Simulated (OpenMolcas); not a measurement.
How methods differ on [BF2]+ (SMILES F[B+]F)

The species is [BF2]+ (3 atoms), meant as a singlet with charge +1. As SMILES, `F[B+]F`. The shape is that of a PBE0-D4/def2-TZVP optimisation.

```jsonl
{"atom": "F", "x (Å)": "0.3297", "y (Å)": "1.1405", "z (Å)": "0.3077"}
{"atom": "B", "x (Å)": "0.0000", "y (Å)": "0.0000", "z (Å)": "0.0000"}
{"atom": "F", "x (Å)": "-0.3297", "y (Å)": "-1.1405", "z (Å)": "-0.3077"}
```

Quantity: the vertical energy of the triplet above the singlet, in eV. The values are calculated.

| level | kind | program | value (eV) | CPU time (all runs) |
| --- | --- | --- | --- | --- |
| HF/cc-pVTZ | Hartree–Fock | OpenMolcas | 12.43 | 26 s |
| BLYP/cc-pVTZ | GGA | OpenMolcas | 10.79 | 89 s |
| revPBE/cc-pVTZ | GGA | OpenMolcas | 10.93 | 89 s |
| M06-L/cc-pVTZ | meta-GGA | OpenMolcas | 11.45 | 1.7 min |
| TPSS/cc-pVTZ | meta-GGA | OpenMolcas | 11.00 | 2.1 min |
| BHLYP/cc-pVTZ | global hybrid | OpenMolcas | 11.96 | 79 s |
| M06-2X/cc-pVTZ | hybrid meta-GGA | OpenMolcas | 12.08 | 90 s |
| PBE0/cc-pVTZ | global hybrid | OpenMolcas | 11.49 | 76 s |

The values span 10.79 to 12.43 eV. A triplet this far above the singlet is often a Rydberg-like or dissociative state; sets without diffuse functions put Rydberg states too high. Times are those of the runs behind each value, whatever else they computed, on shared processors of several kinds: orders of magnitude only.
